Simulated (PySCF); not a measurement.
H₃N. Atoms are numbered in the order given.

```xyz
4

N      0.0000     0.0000     0.1137
H     -0.8137    -0.4698    -0.2653
H      0.0000     0.9396    -0.2653
H      0.8137    -0.4698    -0.2653
```

The structure is a stationary point at PBE0-D3(BJ)/def2-TZVPD.

All values below come from ωB97X/def2-TZVPD in PySCF.

Symmetry labels are those of the subgroup Cs that the program uses (full group C3v).

Question: List the valence orbital energies around the gap with their symmetry. (The exact figures need the calculation; the answer reports its results.)

Answer: 
| orbital | symmetry | energy (eV) |
|---|---|---|
| HOMO−4 | A' | -391.04 |
| HOMO−3 | A' | -26.68 |
| HOMO−2 | A" | -15.56 |
| HOMO−1 | A' | -15.56 |
| HOMO | A' | -10.28 |
| LUMO | A' | 2.19 |
| LUMO+1 | A" | 4.44 |
| LUMO+2 | A' | 4.44 |
| LUMO+3 | A' | 5.73 |
